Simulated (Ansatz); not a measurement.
A calculation with Ansatz (development build ahead of 0.2.0).

```yaml
crystal:
  periodic: [false, false, false]
  atoms:
    - { symbol: C, position_ang: [0.02913, 0.05071, -0.59487] }
    - { symbol: F, position_ang: [0.04116, 0.95263, 0.23049] }
    - { symbol: F, position_ang: [0.00791, -1.07194, 0.21779] }
basis:
  gaussian: { orbitals: STO-3G }
hamiltonian:
  xc: hf
correlation:
  method: mp2
  frozen_orbitals: { C: 1, F: 1 }
```

The input is written out in the form of the current development build from the run's settings.

The run gave:

```json
{"Converged": "yes", "Reference energy": "-233.38535 hartree", "Correlation energy": "-0.08942 hartree", "Total energy": "-233.47477 hartree", "Spin squared of the determinant": "0.000"}
```
